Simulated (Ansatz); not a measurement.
BH5SO, singlet: at the end structure of a reaction step.

The input file, in.yaml:

```yaml
crystal:
  periodic: [false, false, false]
  atoms:
    - {symbol: B, position_ang: [-0.557933, -0.310701, -0.214012]}
    - {symbol: O, position_ang: [0.768093, 0.641840, -0.742294]}
    - {symbol: H, position_ang: [-0.389878, -1.351684, -0.776075]}
    - {symbol: H, position_ang: [-1.506274, 0.355491, -0.534201]}
    - {symbol: H, position_ang: [1.113694, 0.959830, 0.109785]}
    - {symbol: S, position_ang: [-0.351946, -0.325739, 1.643506]}
    - {symbol: H, position_ang: [0.446008, 1.406807, -1.234303]}
    - {symbol: H, position_ang: [0.478236, -1.375944, 1.747595]}
basis:
  gaussian: {orbitals: def2-TZVPP}
hamiltonian: {xc: {name: wB97X-V}}
```

Launched with

```bash
ansatz run in.yaml --threads 2 --pin off --events-out ev --progress --plain --max-ram 4352MiB
```

The run's output (Ansatz 0.2.0):

```
Functional definition: wB97X-V
  name "wB97X-V"
  cite "Mardirossian & Head-Gordon, Phys. Chem. Chem. Phys. 16, 9904 (2014) doi:10.1039/C3CP54374A"
  cite "Becke, J. Chem. Phys. 107, 8554 (1997) doi:10.1063/1.475007"
  cite "Vydrov & Van Voorhis, J. Chem. Phys. 133, 244103 (2010) doi:10.1063/1.3521275"
  parameter omega = 0.3/bohr
  parameter cx = 0.167
  parameter cx1 = 0.603
  parameter cx2 = 1.194
  parameter css0 = 0.556
  parameter css1 = -0.257
  parameter cos0 = 1.219
  parameter cos1 = -1.850
  parameter b = 6.0
  parameter c = 0.01
  exchange = spin_sum(e_x_unif_sr(omega)*poly(b97_u_x, 1 - cx, cx1, cx2)) + cx*exact_x_sr(omega) + exact_x_lr(omega)
  correlation = spin_sum(e_c_pw_same_spin*poly(b97_u_same, css0, css1))
      + integral(e_c_pw_opposite_spin*poly(b97_u_opposite, cos0, cos1)) + vv10(b, c)
906 factors; their error is unknown
222 factors; integrals over basis functions are off by at most 1.3e-5 eV
mean field evaluation 1: about -13637.2861 eV, gradient 3.7e1 eV
mean field evaluation 2: about -13637.9387 eV, gradient 3.5e1 eV
mean field evaluation 4: about -13639.7787 eV, gradient 1.2e0 eV
mean field evaluation 8: about -13639.7905 eV, gradient 2.9e-1 eV
mean field evaluation 16: about -13639.7906 eV, gradient 4.6e-5 eV
mean field -13639.79056736 eV, -501.2530579682 hartree, gradient 4.6e-5 eV, S^2 0.000000; 0 other end points of the search recorded, 0 dependent functions left out
reference -13639.79056556 eV, -501.2530579023 hartree; 17, 17 occupied and 157, 157 virtual orbitals, 906 factors
Total energy: -13639.79056556 eV, -501.2530579023 hartree
```

The run took about 3.5 s on 2 CPU threads of an Intel Xeon 6975P-C (shared host).
